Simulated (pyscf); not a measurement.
AsH₃ (SMILES [AsH3]) + H₂O (SMILES O) -> HO–AsH₂ (SMILES O[AsH2]) + H₂ (SMILES [H][H]), a four-centre exchange (singlet surface; As–H, H–O broken, As–O, H–H formed). PySCF, gas phase, ωB97X-D3(BJ)/def2-SVP geometries. Energies in kJ/mol from the separated reactants.

Small-basis levels: PySCF, no dispersion term, spherical d functions. AM1 to PM7: differences of heats of formation from MOPAC, which are fitted to 298 K values and so differ in kind from electronic energies by zero-point and thermal terms. Cost: rough CPU time at the saddle relative to B3LYP/6-31G*+LANL2DZ, from one job on a shared machine.

| level | barrier | reaction energy | cost |
|---|---|---|---|
| HF/3-21G | 278.4 | +6.0 | 0.1 |
| HF/6-31G*+LANL2DZ | 349.7 | +58.3 | 0.1 |
| BP86/6-31G*+LANL2DZ | 217.3 | +44.8 | 1 |
| PBE/6-31G*+LANL2DZ | 211.6 | +46.6 | 1 |
| B3LYP/def2-SVP | 236.9 | +54.7 | 2 |
| AM1 | 273.6 | +58.8 | under 0.02 |
| PM7 | 208.5 | -29.3 | under 0.02 |
| ωB97M-D3(BJ)/def2-TZVP | 255.5 | +51.1 | – |

Against the last row the barrier runs from -47.1 (PM7) to +94.1 kJ/mol (HF/6-31G*+LANL2DZ). ωB97M-D3(BJ)/def2-TZVP has limits of its own. The same reactants have a lower exit, to AsH₃ + H₂O (barrier +214.8 kJ/mol at ωB97M-D3(BJ)/def2-TZVP, against +255.5 kJ/mol here). One saddle was located; it need not be the lowest between these sides. In the def2 sets elements up to Kr have no core potential.
